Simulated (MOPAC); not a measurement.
# C3H6S3 (1,3,5-trithiane): MNDOD

What is the vertical ionisation energy of C3H6S3 (1,3,5-trithiane) at MNDOD? 

Program for the calculation: MOPAC 23.2.5.

7 further runs of the same task are left out: 1 that didn't finish, 6 set aside as unsound or not needed.

**1. Starting point**

C3H6S3 has 12 atoms, charge 0, and is taken as a singlet. As SMILES, `C1SCSCS1`. Geometry: optimised at MNDOD. This is one conformer, not always the lowest.

Bond lengths: C1–S2 1.806 Å, S2–C3 1.806 Å, C3–S4 1.806 Å, S4–C5 1.806 Å, C1–S6 1.806 Å, C5–S6 1.806 Å, C1–H7 1.121 Å, C1–H8 1.120 Å, C3–H9 1.120 Å, C3–H10 1.121 Å, C5–H11 1.121 Å, C5–H12 1.120 Å. Some angles: C1–S2–C3 107.7°, S2–C1–S6 115.2°, S2–C3–S4 115.2°, C3–S4–C5 107.7°, S4–C5–S6 115.2°, C1–S6–C5 107.7°, S2–C1–H7 106.8°, S2–C1–H8 110.2°, S6–C1–H7 106.8°, S6–C1–H8 110.2°.

**2. The harmonic vibrations at MNDOD**

mol.mop

```
FORCE THERMO MNDOD AUX(PRECISION=6) THREADS=1
C3H6S3 frequencies

C -1.472382 1 -0.722364 1 0.389962 1
S -0.896493 1 -0.990548 1 -1.300378 1
C 0.837325 1 -0.491505 1 -1.375672 1
S 1.177389 1 1.192763 1 -0.820330 1
C 0.511000 1 1.365795 1 0.849040 1
S -1.237715 1 0.951491 1 1.025539 1
H -2.576051 1 -0.916341 1 0.390040 1
H -1.004125 1 -1.468904 1 1.081947 1
H 1.475423 1 -1.221137 1 -0.813627 1
H 1.142434 1 -0.544529 1 -2.452613 1
H 0.617252 1 2.445594 1 1.129125 1
H 1.124879 1 0.772666 1 1.574826 1
```

The run is started by

```console
$ mopac mol.mop
```

mol.out:

```text
MOPAC v23.2.5
MNDOD CALCULATION RESULTS
[...]
           Empirical Formula: C3 H6 S3  =    12 atoms
      MOLECULAR POINT GROUP   :   C3v
[...]
 DIPOLE           X         Y         Z       TOTAL
 POINT-CHG.     0.021    -0.029    -0.061     0.071
 HYBRID        -0.605     0.828     1.747     2.025
 SUM           -0.584     0.799     1.686     1.955
          GRADIENT NORM =   0.01797
[...]
          ZERO POINT ENERGY      58.019 KCAL/MOL
[...]
 FREQUENCY           136.88         C  5 -- S  6         +15.9% (372.1%)      0.1%
[...]
 FREQUENCY           232.29         C  5 -- S  6          +8.8% (164.4%)      0.0%
[...]
 FREQUENCY          3189.75         C  3 -- H  9         +42.1% ( 66.7%)     98.6%
[...]
 FREQUENCY          3190.55         C  5 -- H 12         +22.7% ( 49.0%)     98.7%
[...]
 FREQUENCY          3242.16         C  3 -- H 10         +23.4% ( 47.9%)     98.8%
[...]
 FREQUENCY          3242.29         C  1 -- H  7         +38.2% ( 61.1%)     98.7%
[...]
   TEMP. (K)   PARTITION FUNCTION   H.O.F.    ENTHALPY  HEAT CAPACITY ENTROPY
                                   KCAL/MOL   CAL/MOLE    CAL/K/MOL  CAL/K/MOL
 298.00  VIB.     0.1412D+02                  2238.2306    16.3748    12.7719
         ROT.     0.1220D+06                   888.3052     2.9809    26.2548
         INT.     0.1722D+07                  3126.5358    19.3557    39.0267
         TRA.     0.1572D+28                  1480.5087     4.9681    40.6815
         TOT.                       14.684    4607.0445    24.3238    79.7082
 200.00  VIB.     0.4238D+01                   940.0915    10.2900     7.5701
         ROT.     0.6706D+05                   596.1780     2.9809    25.0661
[...]
           FORCE CONSTANT IN CARTESIAN COORDINATES (Millidynes/A)
    ATOM   CHEMICAL       X               Y               Z
   NUMBER   SYMBOL  FORCE CONSTANT  FORCE CONSTANT  FORCE CONSTANT
      1       C        6.561224        7.869699        7.222852
      2       S        5.748464        5.191445        0.764851
      3       C        7.910992        6.519948        7.222835
      4       S        5.853046        2.449332        3.402382
      5       C        6.619472        6.881291        8.153012
      6       S        2.562981        5.739301        3.402478
      7       H        1.231744        5.314126        0.803649
      8       H        1.419998        1.217614        4.663299
      9       H        0.901611        1.735939        4.663360
     10       H        5.733549        0.812393        0.803576
[...]
 * JOB ENDED NORMALLY *
[...]
```

Run time: 0.38 s. Hardware: 1 thread of Arm Neoverse N1, shared host.

**3. The doublet cation: the energy at MNDOD**

c3h6s3.mop

```
MNDOD DISP CHARGE=1 1SCF UHF AUX(PRECISION=9) THREADS=1
C3H6S3 energy

C     -1.472382 +1    -0.722364 +1     0.389962 +1
S     -0.896493 +1    -0.990548 +1    -1.300378 +1
C      0.837325 +1    -0.491505 +1    -1.375672 +1
S      1.177389 +1     1.192763 +1    -0.820330 +1
C      0.511000 +1     1.365795 +1     0.849040 +1
S     -1.237715 +1     0.951491 +1     1.025539 +1
H     -2.576051 +1    -0.916341 +1     0.390040 +1
H     -1.004125 +1    -1.468904 +1     1.081947 +1
H      1.475423 +1    -1.221137 +1    -0.813627 +1
H      1.142434 +1    -0.544529 +1    -2.452613 +1
H      0.617252 +1     2.445594 +1     1.129125 +1
H      1.124879 +1     0.772666 +1     1.574826 +1
```

The run is started by

```console
$ mopac c3h6s3.mop
```

c3h6s3.out:

```text
MOPAC v23.2.5
MNDOD CALCULATION RESULTS
[...]
           Empirical Formula: C3 H6 S3  =    12 atoms
      MOLECULAR POINT GROUP   :   C3v
[...]
     SCF FIELD WAS ACHIEVED
[...]
                              SUM =        221.47958 KCAL/MOL = FINAL HEAT OF FORMATION
          TOTAL ENERGY            =      -1024.79637 EV
          ELECTRONIC ENERGY       =      -4001.41739 EV
          CORE-CORE REPULSION     =       2976.62102 EV
          COSMO AREA              =        147.56 SQUARE ANGSTROMS
          COSMO VOLUME            =        149.38 CUBIC ANGSTROMS
          IONIZATION POTENTIAL    =         13.247526 EV
          ALPHA SOMO LUMO (EV)    =        -14.276 -4.013
          BETA  SOMO LUMO (EV)    =        -13.248 -8.703
          NO. OF ALPHA ELECTRONS  =         18
          NO. OF BETA  ELECTRONS  =         17
          MOLECULAR WEIGHT        =        138.2604         POINT GROUP:  C3v
[...]
                             CARTESIAN COORDINATES
   1    C       -1.472382000    -0.722364000     0.389962000
   2    S       -0.896493000    -0.990548000    -1.300378000
   3    C        0.837325000    -0.491505000    -1.375672000
   4    S        1.177389000     1.192763000    -0.820330000
   5    C        0.511000000     1.365795000     0.849040000
   6    S       -1.237715000     0.951491000     1.025539000
   7    H       -2.576051000    -0.916341000     0.390040000
   8    H       -1.004125000    -1.468904000     1.081947000
   9    H        1.475423000    -1.221137000    -0.813627000
  10    H        1.142434000    -0.544529000    -2.452613000
  11    H        0.617252000     2.445594000     1.129125000
  12    H        1.124879000     0.772666000     1.574826000
[...]
              NET ATOMIC CHARGES AND DIPOLE CONTRIBUTIONS
  ATOM NO.   TYPE          CHARGE      No. of ELECS.   s-Pop       p-Pop       d-Pop
    1          C          -0.331139        4.3311     1.29247     3.03867
    2          S           0.398573        5.6014     1.75345     3.75010     0.09788
    3          C          -0.331256        4.3313     1.29248     3.03878
    4          S           0.398898        5.6011     1.75345     3.74977     0.09788
    5          C          -0.331208        4.3312     1.29247     3.03874
    6          S           0.398344        5.6017     1.75346     3.75032     0.09788
    7          H           0.141712        0.8583     0.85829
    8          H           0.124188        0.8758     0.87581
    9          H           0.124244        0.8758     0.87576
   10          H           0.141717        0.8583     0.85828
   11          H           0.141716        0.8583     0.85828
   12          H           0.124210        0.8758     0.87579
 DIPOLE           X         Y         Z       TOTAL
 POINT-CHG.    -0.145     0.178    -0.172     0.287
 HYBRID         1.005    -1.209     1.157     1.953
 SUM            0.860    -1.031     0.985     1.665
[...]
                    (S**2)  =    0.762022
[...]
 * JOB ENDED NORMALLY *
[...]
```

It took 0.06 s on 1 thread of Arm Neoverse N1, shared host.

**4. Summary of results**

Level: MNDOD.

| quantity | value |
| --- | --- |
| run 2, MNDOD: heat of formation | 14.7 kcal/mol |
| run 2, MNDOD: lowest harmonic wavenumber | 137 cm⁻¹ |
| run 2, MNDOD: highest harmonic wavenumber | 3242 cm⁻¹ |
| run 2, MNDOD: zero-point energy | 242.8 kJ/mol |
| doublet cation: total energy | -37.66057 Eh |
| doublet cation: HOMO energy (over α and β) | -13.25 eV |
| doublet cation: LUMO energy (over α and β) | -8.70 eV |
| doublet cation: heat of formation | 221.5 kcal/mol |
| doublet cation: ⟨S²⟩ | 0.762 |
| vertical ionisation energy (to the doublet cation) | 8.968 eV |

What this shows: The vertical ionisation energy comes to 8.97 eV (207 kcal/mol). All 30 modes (run 2, MNDOD) are real, so the shape is a minimum at this level.
